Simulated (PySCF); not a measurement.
## Scan of BH⁻, quartet

Starting geometry (PBE0/def2-TZVPD stationary point for this spin):

```xyz
2

B     0.0000    0.0000    0.0000
H     0.0000    0.0000    1.2058
```

From there H2 moves along the line of the two atoms named below, all else staying in place; atoms are numbered as listed. Energies are in kJ/mol, counted from the starting geometry at the same level.

Basis aug-cc-pVDZ; PySCF 2.14.0. Correlated methods freeze the noble-gas cores. Prefix R: restricted or restricted open-shell reference.

Full CI is exact within this basis and frozen core; it isn't the basis-set limit.

```tsv
distance B1-H2 (Å)	RMP2
0.977	93.6
1.069	29.1
1.206	0.0
1.352	16.6
1.485	51.9
1.651	105.4
1.910	187.6
2.262	236.5
2.601	246.8
3.204	252.9
4.202	256.3
```

Estimate the full CI curve in aug-cc-pVDZ from this one, knowing how RMP2 errs.

The computed full CI values, in kJ/mol from the starting point, and the error of RMP2 against them:
| distance B1-H2 (Å) | full CI | RMP2 less full CI |
| --- | --- | --- |
| 0.977 | 97.2 | -3.6 |
| 1.069 | 31.5 | -2.4 |
| 1.206 | 0.0 | 0.0 |
| 1.352 | 13.0 | 3.6 |
| 1.485 | 43.6 | 8.2 |
| 1.651 | 89.2 | 16.2 |
| 1.910 | 153.0 | 34.6 |
| 2.262 | 204.6 | 31.9 |
| 2.601 | 224.1 | 22.6 |
| 3.204 | 234.7 | 18.2 |
| 4.202 | 239.2 | 17.1 |

The error spans 38.2 kJ/mol and is largest, 34.6 kJ/mol, at 1.910 Å.
